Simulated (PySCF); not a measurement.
Species: PH4 (charge +1).
Z-matrix (Å and degrees, PBE0-D3(BJ)/def2-SVP geometry), rows numbered from 1:
```
P 
H   1  1.4088
H   1  1.4089  2  109.48
H   1  1.4089  2  109.46  3  -120.00
H   1  1.4089  2  109.47  3   120.01
```

Computed, not measured: PBE0-D3(BJ)/def2-SVP geometry optimisation, gas phase (PySCF 2.14.0).

Take the most abundant isotopes and a rigid rotor. 

(1) What are A, B and C (cm⁻¹)?

(2) Classify the top.

Results:

(1) Ia = 5.33, Ib = 5.33, Ic = 5.33 u·Å²; 505379 MHz·u·Å²/I gives 94742, 94738 and 94731 MHz, that is A = 3.16025, B = 3.16012, C = 3.15989 cm⁻¹.

(2) A spherical top, as the point group Td requires three equal moments; the computed ones differ by 0.01 % because the geometry is symmetric only within the optimiser's tolerance.

The point group Td allows no dipole (computed: 0.00 D (about the centre of mass, as the species is charged)), so a rigid rotor has no electric-dipole lines.

Q: Estimate the classical rotational partition function at 50 K and 500 K.

A: Point group Td, symmetry number σ = 12; q = (√π/σ)·√((kT/h)³/(ABC)), k/h = 20836.6 MHz/K: 5.4 at 50 K, 170 at 500 K.

Whether it is a minimum is left open (no frequencies). No vibrational averaging or centrifugal distortion is included, and the geometry carries the error of its method.

On one thread, x86-64 server, shared host, this took 3.5 s. These figures are those of the optimisation.
